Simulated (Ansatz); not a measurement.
**CCSD(T) against full CI for several species**

Each species is computed at the geometry given (Å), with frozen cores, in Ansatz 0.2.0: RHF-CCSD(T) for singlets, UHF-CCSD(T) otherwise, and full CI in the same basis. The program picks the determinant by a search with trial CCSD, so it needn't be the lowest Hartree–Fock solution. States: HBAl quartet Π, HNMg triplet Π, BeH3⁻ singlet A1, H2S singlet A'. Cases whose determinant has another symmetry than full CI's state, or lies over 0.5 eV above the lowest of its kind, whose (Q) step broke down or whose higher cluster runs on it stay over 0.1 eV above full CI weren't drawn.

Judging by size, spin and bonding and the diagnostics given, rank them by the size of CCSD(T)'s error in total energy against full CI in the same basis, smallest first (an estimate).
A. H2S, singlet, 6-31G: S 0.000 -0.052 0.003; H 0.000 0.877 -0.964; H 0.000 0.768 0.856. T1 0.005, (T) -15 meV in a correlation energy of -1.91 eV
B. BeH₃⁻, singlet, 6-31++G**: Be -0.295 -0.003 0.000; H 4.654 0.047 0.000; H -1.020 1.224 -0.003; H -0.995 -1.245 0.003. T1 0.062, (T) -29 meV in a correlation energy of -2.55 eV
C. HBAl, quartet, 6-31G: B 0.000 0.000 0.506; Al 0.000 0.000 -3.390; H 0.000 0.000 2.884. T1 0.023, (T) -22 meV in a correlation energy of -2.02 eV
D. HNMg, triplet, 6-31G: N 0.000 0.000 0.429; Mg 0.000 0.000 -1.868; H 0.000 0.000 1.440. T1 0.038, (T) -83 meV in a correlation energy of -3.03 eV

A (4.5 meV), B (10.0 meV), C (25.7 meV), D (32.3 meV).

| species | basis | correlated electrons | CCSD(T) − full CI (meV) | CCSDT(Q) − full CI (meV) | unpaired electrons (full CI) | T1 | ⟨S²⟩ of the determinant |
| --- | --- | --- | --- | --- | --- | --- | --- |
| H2S, singlet | 6-31G | 8 | 4.5 | 0.2 | 0.02 | 0.005 | 0.00 |
| BeH3⁻, singlet | 6-31++G** | 6 | 10.0 | -0.6 | 0.16 | 0.062 | 0.00 |
| HBAl, quartet | 6-31G | 7 | 25.7 | 0.8 | 3.15 | 0.023 | 3.77 |
| HNMg, triplet | 6-31G | 8 | 32.3 | -7.0 | 2.05 | 0.038 | 2.01 |

Unpaired electrons are Σ n²(2−n)² over natural occupations; an open shell counts its own unpaired electrons too. Frozen cores follow each run's orbitals, which moves totals by a few meV. RHF is unstable for BeH3⁻, singlet in 6-31++G**: UHF reaches ⟨S²⟩ = 0.70.
